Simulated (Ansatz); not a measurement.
# ClH2: the cost of one run

Computed with Ansatz 0.2.0. Level: UKS PBE0-D4/def2-TZVP.

## 1. Reference run: H₂Cl radical, relaxed

The input, input.yaml:

```yaml
crystal:
  periodic: [false, false, false]
  atoms:
    - { symbol: H, position_ang: [0.2877, -0.3292, -0.5271] }
    - { symbol: H, position_ang: [-0.5963, -0.5728, -0.2079] }
    - { symbol: Cl, position_ang: [0.3086, 0.9021, 0.7351] }
magnetization:
  spin_polarized: true
  initial_magnetization: 1
basis:
  gaussian: { orbitals: def2-TZVP }
hamiltonian:
  xc: pbe0
  dispersion: d4
output:
  forces: true
relax:
  f_tol: 0.02
  max_steps: 120
  constraints: [{ distance: [0, 2] }, { distance: [0, 1] }]
  escape_saddle: false
```

Run with:

```sh
ansatz run input.yaml --threads 1 --pin off --max-ram 2560MiB --backend cpu --events-out ev --progress --plain --runs-dir out
```

What time and memory should one allow on 1 thread of Arm Neoverse V2, shared host?

About 5.9 s, with a peak of 0.091 GiB.
